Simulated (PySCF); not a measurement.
# TDDFT excited states: C3H5N3

Compound: 2-methyl-1,2,3-triazole, C3H5N3.
SMILES: `Cn1nccn1`

Computed with PySCF, TDDFT PBE0/def2-SVPD, vertical, gas phase, core orbitals frozen in the response. Isolated species at its GFN2-xTB geometry, gas phase. GFN2-xTB frequencies show an imaginary mode (25i cm⁻¹), so this geometry is no minimum at that level.

```
state  λ (nm)  E (eV)       f  main configurations (H = HOMO, L = LUMO)
   S1   194.6    6.37  0.0000                           H-2/H-1→L (99%)
   S2   186.6    6.65   0.178                                 H→L (91%)
   S3   167.8    7.39  0.0099                               H-3→L (92%)
   S4   166.3    7.46   0.041                               H→L+1 (95%)
   S5   164.1    7.56   0.023             H-2/H-1→L (≥67%), H→L+2 (22%)
   S6   155.5    7.97  0.0065                               H→L+3 (93%)
   S7   153.4    8.08  0.0004                        H-2/H-1→L+2 (≥83%)
   S8   151.0    8.21  0.0000                        H-2/H-1→L+1 (≥90%)
```

Triplets, Tamm–Dancoff:

```
state  E (eV)  λ (nm)  main configurations (H = HOMO, L = LUMO)
   T1    4.99   248.3                                 H→L (98%)
   T2    5.13   241.5                          H-2/H-1→L (≥82%)
   T3    5.50   225.6                          H-2/H-1→L (≥88%)
```

The lowest singlet lies at 6.37 eV (195 nm, vacuum ultraviolet) and is dark (f under 0.0005); its leading configuration is HOMO-2/HOMO-1→LUMO (99%). The strongest level in the table is S2 at 6.65 eV (187 nm, f = 0.178). Löwdin shares by element: HOMO carbon 49% or more, nitrogen 31% or more (atoms not listed hold the other 20%); LUMO nitrogen 70%, carbon 11% or more (atoms not listed hold the other 20%). The oscillator strengths of these states sum to 0.258; summed over the whole spectrum of an exact calculation they would give the number of electrons, 44 (Thomas–Reiche–Kuhn). Of the 8 states listed, 3 reach f = 0.01 and 3 stay under 0.0005. Weighted by f, the mean energy of these states is 6.92 eV. No computed singlet lies in the visible range (380 to 750 nm); the lowest, at 195 nm, stands 3.11 eV above its violet end (3.26 eV). Orbitals of the list HOMO-3 to LUMO+2 that lie within 0.01 eV of each other are written together with a slash and their weights summed (≥ marks a lower bound); for degenerate orbitals outside that list single weights are arbitrary. Only the lowest 8 singlets were computed, as vertical energies without vibronic structure.
